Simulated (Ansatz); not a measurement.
# Bi (model structure, started from the beta-Sn type, I4₁/amd, No. 141, 2 atoms in the cell): equilibrium lattice constant a by level of theory

No measured value is used here.

```
level (code)         value (Å)
-------------------  ---------
PBE (Ansatz)             6.356
PBEsol (Ansatz)          6.252
PBE-D3(BJ) (Ansatz)      6.260
r²SCAN (Ansatz)            [?]
```

Task: Complete the blanks.

Result: 
- r²SCAN (Ansatz, an electronic-structure program), value (Å): 6.322

Density-functional levels without +SOC have no spin–orbit coupling. Ansatz's density-functional and Hartree–Fock values are scalar-relativistic unless marked +SOC, with PAW data made under PBE.

A model structure was made by putting elements into a prototype or built by hand; it is no filed structure, need not be a known phase, and can be a saddle point held by its symmetry.
